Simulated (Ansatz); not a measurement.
Total energies of C2H7OPS (`CC(O)SP`).

```
atom    x (Å)    y (Å)    z (Å)
  C1   1.6075  -0.3018  -0.6701
  C2   0.3043  -0.1905   0.0922
  O3  -0.5019  -1.3207  -0.0456
  S4  -0.5278   1.3538  -0.4639
  P5  -2.2240   1.5002   0.7621
  H6   2.2497   0.5592  -0.4784
  H7   1.4227  -0.3564  -1.7468
  H8   2.1292  -1.2097  -0.3609
  H9   0.4853  -0.0862   1.1637
 H10  -0.7008  -1.4353  -0.9813
 H11  -2.6471   0.1467   0.6996
 H12  -1.5971   1.3407   2.0293
```

The species carries charge 0 and has multiplicity 1. The geometry is a stationary point of PBE0-D4/def2-TZVP. It is one conformer, not always the lowest. Basis def2-TZVPP, Ansatz.

RPA on PBE orbitals: Hartree–Fock energy of these orbitals -892.96582 Eh, correlation -1.53554 Eh (frozen core).

```tsv
functional	energy without D4 (Eh)	D4 term (kJ/mol)
r2SCANh	-895.13431	-7.4
CAM-B3LYP	-895.22976	-24.1
```

Task: Give the same for LDA (SPW92), PBE, revPBE, BLYP, r2SCAN, B97M-V, PBE0, B3LYP, r2SCAN0, HSE06 (plane-wave form), BHLYP, LC-ωPBE, ωB97X-V, ωB97M-V, B2PLYP, PBE-QIDH. (Best estimate.)

Result: Ansatz gave: 
```json
{"functional": "LDA (SPW92)", "energy without D4 (Eh)": "-891.36073", "D4 term (kJ/mol)": "–"}
{"functional": "PBE", "energy without D4 (Eh)": "-894.76556", "D4 term (kJ/mol)": "-28.2"}
{"functional": "revPBE", "energy without D4 (Eh)": "-895.09840", "D4 term (kJ/mol)": "-87.7"}
{"functional": "BLYP", "energy without D4 (Eh)": "-895.21692", "D4 term (kJ/mol)": "-62.4"}
{"functional": "r2SCAN", "energy without D4 (Eh)": "-895.14593", "D4 term (kJ/mol)": "-7.0"}
{"functional": "B97M-V", "energy without D4 (Eh)": "-895.07552", "D4 term (kJ/mol)": "–"}
{"functional": "PBE0", "energy without D4 (Eh)": "-894.84016", "D4 term (kJ/mol)": "-23.8"}
{"functional": "B3LYP", "energy without D4 (Eh)": "-895.32559", "D4 term (kJ/mol)": "-45.5"}
{"functional": "r2SCAN0", "energy without D4 (Eh)": "-895.11821", "D4 term (kJ/mol)": "-8.2"}
{"functional": "HSE06 (plane-wave form)", "energy without D4 (Eh)": "-894.81755", "D4 term (kJ/mol)": "-22.1"}
{"functional": "BHLYP", "energy without D4 (Eh)": "-895.18737", "D4 term (kJ/mol)": "-34.1"}
{"functional": "LC-ωPBE", "energy without D4 (Eh)": "-894.97546", "D4 term (kJ/mol)": "–"}
{"functional": "ωB97X-V", "energy without D4 (Eh)": "-895.12376", "D4 term (kJ/mol)": "–"}
{"functional": "ωB97M-V", "energy without D4 (Eh)": "-895.17102", "D4 term (kJ/mol)": "–"}
{"functional": "B2PLYP", "energy without D4 (Eh)": "-894.90626", "D4 term (kJ/mol)": "–"}
{"functional": "PBE-QIDH", "energy without D4 (Eh)": "-894.64703", "D4 term (kJ/mol)": "–"}
```

B3LYP takes the VWN-RPA correlation (the form of Gaussian; ORCA's B3LYP/G). HSE06 is the plane-wave form, built on full-range PBE exchange. The double hybrids freeze the cores in their second-order part.

LC-ωPBE has ω = 0.4 bohr⁻¹.
